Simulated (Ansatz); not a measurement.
Nudged elastic band run: C₃H₉NS

The input (input.yaml):

```yaml
crystal:
  periodic: [false, false, false]
  atoms:
    - { symbol: C, position_ang: [-1.444208, -0.516184, 1.655053] }
    - { symbol: S, position_ang: [0.331636, -0.62307, 1.239576] }
    - { symbol: C, position_ang: [0.264661, -0.081557, -0.572227] }
    - { symbol: C, position_ang: [1.680151, -0.233937, -1.112176] }
    - { symbol: "N", position_ang: [-0.237662, 1.248318, -0.8275] }
    - { symbol: H, position_ang: [-1.82316, 0.514728, 1.596441] }
    - { symbol: H, position_ang: [-2.048826, -1.170835, 1.010525] }
    - { symbol: H, position_ang: [-1.55357, -0.856851, 2.692584] }
    - { symbol: H, position_ang: [-0.406936, -0.797936, -1.07074] }
    - { symbol: H, position_ang: [2.374873, 0.441319, -0.588904] }
    - { symbol: H, position_ang: [2.045345, -1.261655, -0.984505] }
    - { symbol: H, position_ang: [1.695527, 0.021367, -2.180909] }
    - { symbol: H, position_ang: [-1.207885, 1.347109, -0.516641] }
    - { symbol: H, position_ang: [0.317054, 1.939984, -0.311875] }
basis:
  gaussian: { orbitals: def2-mTZVP }
hamiltonian:
  xc: pbe
neb:
  order_check: false
  images: 5
  f_tol: 0.05
  max_iterations: 60
  initial_path: idpp
  spring: 0.1
  final_atoms:
    - { symbol: C, position_ang: [-1.44196888, -0.61243601, 1.72847165] }
    - { symbol: S, position_ang: [0.32037272, -0.70704776, 1.25241067] }
    - { symbol: C, position_ang: [0.200293, -0.07956505, -0.48847759] }
    - { symbol: C, position_ang: [1.59607406, -0.19708235, -1.10266943] }
    - { symbol: "N", position_ang: [-0.3851269, 1.25849511, -0.49331977] }
    - { symbol: H, position_ang: [-1.84433042, 0.36151204, 1.42356355] }
    - { symbol: H, position_ang: [-2.02696461, -1.42204297, 1.27072681] }
    - { symbol: H, position_ang: [-1.49277722, -0.70756094, 2.82039658] }
    - { symbol: H, position_ang: [-0.4966438, -0.7412621, -1.02877592] }
    - { symbol: H, position_ang: [2.31936407, 0.41992763, -0.54707043] }
    - { symbol: H, position_ang: [1.95809537, -1.23591028, -1.09826856] }
    - { symbol: H, position_ang: [1.57843199, 0.15647334, -2.14524129] }
    - { symbol: H, position_ang: [-0.58590786, 1.54842539, -1.45712372] }
    - { symbol: H, position_ang: [0.28808848, 1.92887396, -0.10592054] }
```

Command:

```bash
$ ansatz run input.yaml --threads 2 --pin off --max-ram 3072MiB --backend cpu --events-out ev --progress --plain --runs-dir out
```

Output, in part (warnings, iteration lines, the closing report on the highest movable image, with atoms numbered from 0):

```
NEB end point (image 0): max|allowed force component| = 5.273e-3 eV/Å (the criterion of neb.relax_end_points is 1.000e-2)
NEB end point (image 6): max|allowed force component| = 1.021e-2 eV/Å (the criterion of neb.relax_end_points is 1.000e-2)
NEB iter   1: max|band force component| = 8.511e-1 eV/Å  barrier→ = 0.2876 eV  barrier← = 0.2101 eV  Δτ_max = 0.0854 Å  (222 SCF iters)
NEB iter   2: max|band force component| = 2.809e-1 eV/Å  barrier→ = 0.2234 eV  barrier← = 0.1459 eV  CI = image 3  Δτ_max = 0.0397 Å  (150 SCF iters)
NEB iter   3: max|band force component| = 2.257e-1 eV/Å  barrier→ = 0.2151 eV  barrier← = 0.1376 eV  CI = image 3  Δτ_max = 0.0754 Å  (153 SCF iters)
NEB iter   4: max|band force component| = 2.260e-1 eV/Å  barrier→ = 0.2081 eV  barrier← = 0.1306 eV  CI = image 3  Δτ_max = 0.0357 Å  (150 SCF iters)
NEB iter   5: max|band force component| = 6.676e-2 eV/Å  barrier→ = 0.2062 eV  barrier← = 0.1287 eV  CI = image 3  Δτ_max = 0.0305 Å  (155 SCF iters)
NEB iter   6: max|band force component| = 6.348e-2 eV/Å  barrier→ = 0.2054 eV  barrier← = 0.1279 eV  CI = image 3  Δτ_max = 0.0197 Å  (156 SCF iters)
NEB iter   7: max|band force component| = 3.365e-2 eV/Å  barrier→ = 0.2051 eV  barrier← = 0.1277 eV  CI = image 3  Δτ_max = 0.0000 Å  (416 SCF iters)
Total energy: -15573.48015089 eV, -572.3148394612 hartree
Atom 0 at    -1.341303    -0.630396     1.743084 Å, force     0.002425     0.009442    -0.000916 eV/Å
Atom 1 at     0.363154    -0.900343     1.156177 Å, force    -0.000136     0.003903    -0.005342 eV/Å
Atom 2 at     0.217002    -0.078370    -0.560792 Å, force     0.017443    -0.009049     0.007648 eV/Å
Atom 3 at     1.616519    -0.162193    -1.163689 Å, force    -0.006222    -0.002900     0.003457 eV/Å
Atom 4 at    -0.313265     1.235346    -0.531103 Å, force    -0.006085    -0.033869     0.001423 eV/Å
Atom 5 at    -1.628830     0.414195     1.554208 Å, force    -0.001499    -0.003572     0.000309 eV/Å
Atom 6 at    -2.059157    -1.309717     1.260977 Å, force    -0.000508    -0.000335    -0.001578 eV/Å
Atom 7 at    -1.355289    -0.810895     2.825313 Å, force    -0.000187    -0.003347    -0.000564 eV/Å
Atom 8 at    -0.476733    -0.712789    -1.132050 Å, force    -0.005612     0.001038    -0.002039 eV/Å
Atom 9 at     2.319084     0.467012    -0.596379 Å, force     0.004126     0.001624    -0.001109 eV/Å
Atom 10 at     1.998709    -1.192772    -1.146458 Å, force     0.000850     0.000511     0.000812 eV/Å
Atom 11 at     1.597383     0.193461    -2.204161 Å, force     0.001390     0.000504    -0.000689 eV/Å
Atom 12 at    -1.222273     1.442824    -0.919701 Å, force     0.000261     0.023269     0.003789 eV/Å
Atom 13 at     0.271997     2.015436    -0.256723 Å, force    -0.006246     0.012781    -0.005201 eV/Å
Dipole moment:    -0.285531     0.344635    -0.320615 e Å
```

It converged. Another band between the same ends (5 images) ends at a top of the same energy, where a vibrational analysis finds 1 clearly imaginary mode.

Final band (atoms are numbered from 1 in the order of the input):

| image | path coordinate (Å) | energy (eV) | height of N5 over the plane of its neighbours (Å) |
| --- | --- | --- | --- |
| 0 | 0.00 | 0.000 | 0.38 |
| 1 | 0.29 | 0.007 | 0.36 |
| 2 | 0.59 | 0.082 | 0.24 |
| 3 | 0.90 | 0.205 | -0.06 |
| 4 | 1.24 | 0.124 | -0.32 |
| 5 | 1.58 | 0.088 | -0.37 |
| 6 | 1.90 | 0.077 | -0.39 |

Time of the run: 110 s on 2 threads of Arm Neoverse V1 (shared host), peak memory 0.17 GiB.
